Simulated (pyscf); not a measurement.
Thermochemistry of product channels of H₃C–CH₂–SiH₃ + CH₃• on the doublet surface, in kcal/mol, from ωB97M-D3(BJ)/def2-TZVP energies (ideal gas, 1 atm, RRHO with modes under 100 cm⁻¹ raised to 100, one conformer, R ln 2 for chiral ones without a mode under 150 cm⁻¹). Single points on ωB97X-D3(BJ)/def2-SVP structures (PySCF, gas phase).

```json
[
 {"products": "H₃C–CH₂–SiH•–CH₃ + H₂", "ΔE": "-7.4", "ΔH(298 K)": "-6.8", "ΔG(298 K)": "-5.1", "ΔG(900 K)": "-2.4"},
 {"products": "H₃C–CH₂–SiH₂• + CH₄", "ΔE": "-14.8", "ΔH(298 K)": "-11.6", "ΔG(298 K)": "-11.2", "ΔG(900 K)": "-9.6"}
]
```

These are energies of the channels, which say nothing of barriers. H₃C–CH₂–SiH₃ lies 12.8 kcal/mol over its isomer H₃C–SiH₂–CH₃ (electronic energy, ωB97M-D3(BJ)/def2-TZVP). H₃C–CH₂–SiH•–CH₃ lies 12.1 kcal/mol over its isomer H₃C–Si•(CH₃)–CH₃ (electronic energy, ωB97M-D3(BJ)/def2-TZVP).
